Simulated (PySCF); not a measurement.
Ionisation energy of Ne by level of theory

Ne [Ne] (1S) → Ne⁺ [He] 2s2 2p5 (2P), as a difference of total energies. Calculation: PySCF 2.14, in cc-pVDZ (3s2p1d, 14 functions); no relativity, point nucleus. Correlated levels: valence: 1s2 frozen. The calculations carry no spin-orbit coupling.

| method | ionisation energy (eV) |
| --- | --- |
| UHF | 19.668 |
| BP86 | 21.360 |
| MP2 (valence) | 21.074 |
| SCS-MP2 (valence) | 20.950 |
| CCSD (valence) | 20.889 |

Problem. Estimate what CCSD(T) (valence) gives.

Solution. 20.890 eV, closest to CCSD (valence) among the rows shown.

Problem. Estimate what B3LYP gives.

Solution. 21.319 eV, closest to BP86 among the rows shown.

Errors of the correlated levels include the incompleteness of this basis and the frozen core.

For comparison: 21.597 eV (measured; NIST levels, between the centres of gravity of the two terms).
